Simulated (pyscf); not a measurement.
`[NH2][SnH3]` + `[H][H]` → `[SnH4]` + `[NH3]` (four-centre exchange; singlet surface; N–Sn, H–H broken, H–Sn, H–N formed). Structures and frequencies: ωB97X-D3(BJ)/def2-SVP in PySCF. Energies in kcal/mol from the separated reactants.

| level | barrier | reaction energy |
|---|---|---|
| ωB97X-D3(BJ)/def2-TZVP | 34.8 | -6.6 |
| PBE/def2-TZVP | [?] | [?] |
| B3LYP-D3(BJ)/def2-TZVP | 33.3 | -7.6 |
| PBE0-D3(BJ)/def2-TZVP | 30.9 | -8.8 |
| ωB97M-D3(BJ)/def2-TZVP | [?] | -8.7 |
| HF/def2-TZVP | 46.7 | -11.2 |

**Question.** Fill in the missing entries.

**Answer.** 
- PBE/def2-TZVP, barrier: 29.1
- PBE/def2-TZVP, reaction energy: -8.2
- ωB97M-D3(BJ)/def2-TZVP, barrier: 34.5

The functionals in the table span 5.7 kcal/mol in this barrier, from PBE to ωB97X-D3(BJ)/def2-TZVP. On the product side the descent ends in a complex (not fully relaxed), 4.1 kcal/mol under the separated species and 45.5 kcal/mol under the saddle at ωB97X-D3(BJ)/def2-TZVP. At the saddle there is also a short H–Sn contact that neither side keeps. One saddle was located; it need not be the lowest between these sides. Elements past Kr carry the def2 core potentials, without spin-orbit coupling.
